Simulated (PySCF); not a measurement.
**How the functional moves excitation energies**

Compound: 1,1,1,2-tetrafluoroethane, C2H2F4.
Atom-mapped SMILES: `[F:1][CH2:2][C:3]([F:4])([F:5])[F:6]` (hydrogens: H7, H8 on C2)

Linear-response calculations in the def2-SVPD basis (PySCF; singlets by full response, triplets Tamm–Dancoff, core orbitals frozen in the response; HF means time-dependent Hartree–Fock). 'Strongest' is the level of largest summed f among the singlets computed (10 roots, of which the last may lack a degenerate partner); it can jump between rows when another state enters that window. S1 is the lowest singlet of each run and needn't be the same state throughout; f(S1) is that of one state. Isolated species at its PBE0-D3(BJ)/def2-SVP geometry, gas phase.

```csv
functional,kind,S1 (eV),f(S1),strongest (eV),T1 (eV),HOMO (eV),gap (eV),"ionisation energy, ΔSCF (eV)"
LDA,LDA,8.81,0.013,10.36,8.46,-8.99,8.63,12.74
PBE,GGA,8.71,0.017,10.28,8.40,-8.80,8.60,12.50
B3LYP,"global hybrid, 20% exact exchange",9.54,0.016,11.20,9.14,-10.44,10.67,13.21
PBE0,"global hybrid, 25% exact exchange",9.77,0.014,11.50,9.27,-10.66,11.24,13.21
BHandHLYP,"global hybrid, 50% exact exchange",10.53,0.016,12.40,10.00,-12.52,13.52,13.83
CAM-B3LYP,range-separated hybrid,9.84,0.010,11.66,9.41,-12.23,13.38,13.51
wB97X-D,range-separated hybrid,10.08,0.009,11.94,9.60,-12.63,14.87,13.36
LC-wPBE,range-separated hybrid,10.12,0.007,12.02,9.57,-13.47,15.71,13.56
HF,Hartree–Fock,11.76,0.041,13.79,10.93,-15.31,17.78,not settled
```

S1 runs from 8.71 eV (PBE) to 11.76 eV (HF), a spread of 3.05 eV, while the orbital gap spreads over 9.2 eV. Along PBE (0%), B3LYP (20%), PBE0 (25%), BHandHLYP (50%), HF (100%) S1 rises with the share of exact exchange. −ε(HOMO) comes closest to its own ΔSCF ionisation energy with LC-wPBE (-0.09 eV) and misses most with LDA (-3.75 eV). 'Not settled' means that the ion's SCF failed to converge or may have ended in another state than the lowest.
